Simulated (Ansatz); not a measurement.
Cost and result for the atomization energy of `C[SiH]F` radical (7 atoms, 6 bonds).

Charge 0, multiplicity 2. All single points use the PBE0-D4/def2-TZVP geometry. Program: Ansatz. All runs use 2 threads of a server CPU on a shared host. Times are those of one run each, without the atoms' runs, and a repeat can differ threefold. Electronic energies, without spin–orbit coupling; frozen cores. CCSD(T)/CBS adds CCSD(T) − MP2 in def2-TZVPP to the MP2 limit, and its time is that of the two runs behind it. T1 = 0.013; ⟨S²⟩ of the reference is 0.75. HSE06 is the plane-wave form, built on full-range PBE exchange.

CCSD(T)/CBS is a level of theory with its own doubt, some kJ/mol a heavy atom from the limit and from the frozen cores, so smaller differences don't rank the functionals.

```tsv
level	functions	wall time
LDA (SPW92)/def2-TZVPP	160	1 s
BLYP-D4/def2-TZVPP	160	1.9 s
CCSD(T)/def2-SVP	66	2.1 s
PBE-D4/def2-TZVPP (with forces)	160	2.1 s
PBE0-D4/def2-TZVPP	160	2.2 s
HSE06-D4/def2-TZVPP	160	2.5 s
PBE-QIDH/def2-TZVPP	160	3.2 s
r2SCAN-D4/def2-TZVPP (with forces)	160	4.4 s
r2SCANh-D4/def2-TZVPP	160	4.5 s
B97M-V/def2-TZVPP	160	7.5 s
MP2/def2-QZVPP	304	9 s
CCSD(T)/def2-TZVPP	160	56 s
CCSD(T)/CBS(def2)	–	65 s
```

Q: What atomization energy does each give, and how far from CCSD(T)/CBS? (An estimate is asked.)

A: Computed: 
```json
{"level": "LDA (SPW92)/def2-TZVPP", "atomization (kcal/mol)": "662.7", "difference from CCSD(T)/CBS": "73.6", "per bond": "12.3"}
{"level": "BLYP-D4/def2-TZVPP", "atomization (kcal/mol)": "586.4", "difference from CCSD(T)/CBS": "-2.7", "per bond": "-0.5"}
{"level": "CCSD(T)/def2-SVP", "atomization (kcal/mol)": "550.8", "difference from CCSD(T)/CBS": "-38.3", "per bond": "-6.4"}
{"level": "PBE-D4/def2-TZVPP (with forces)", "atomization (kcal/mol)": "594.4", "difference from CCSD(T)/CBS": "5.3", "per bond": "0.9"}
{"level": "PBE0-D4/def2-TZVPP", "atomization (kcal/mol)": "586.6", "difference from CCSD(T)/CBS": "-2.5", "per bond": "-0.4"}
{"level": "HSE06-D4/def2-TZVPP", "atomization (kcal/mol)": "587.0", "difference from CCSD(T)/CBS": "-2.1", "per bond": "-0.4"}
{"level": "PBE-QIDH/def2-TZVPP", "atomization (kcal/mol)": "584.4", "difference from CCSD(T)/CBS": "-4.7", "per bond": "-0.8"}
{"level": "r2SCAN-D4/def2-TZVPP (with forces)", "atomization (kcal/mol)": "592.3", "difference from CCSD(T)/CBS": "3.2", "per bond": "0.5"}
{"level": "r2SCANh-D4/def2-TZVPP", "atomization (kcal/mol)": "589.1", "difference from CCSD(T)/CBS": "0.0", "per bond": "0.0"}
{"level": "B97M-V/def2-TZVPP", "atomization (kcal/mol)": "590.1", "difference from CCSD(T)/CBS": "1.0", "per bond": "0.2"}
{"level": "MP2/def2-QZVPP", "atomization (kcal/mol)": "591.7", "difference from CCSD(T)/CBS": "2.6", "per bond": "0.4"}
{"level": "CCSD(T)/def2-TZVPP", "atomization (kcal/mol)": "574.3", "difference from CCSD(T)/CBS": "-14.8", "per bond": "-2.5"}
{"level": "CCSD(T)/CBS(def2)", "atomization (kcal/mol)": "589.1", "difference from CCSD(T)/CBS": "0.0", "per bond": "0.0"}
```

At CCSD(T), def2-SVP lies −38.3 kcal/mol from the extrapolated value and def2-TZVPP −14.8 kcal/mol: correlation converges slowly with the basis, and small sets miss more of it in the bonded molecule than in its fragments. In def2-TZVPP, CCSD(T) changes the Hartree–Fock value by +123.9 kcal/mol (the triples alone add +6.2 kcal/mol) and MP2 by +132.3 kcal/mol; breaking electron pairs costs correlation energy, which Hartree–Fock lacks. From BLYP to BHLYP (50 % exact exchange), in def2-TZVPP and without D4, the atomization energy moves by −8.6 kcal/mol: exact exchange takes away binding that semilocal exchange gives to molecules.
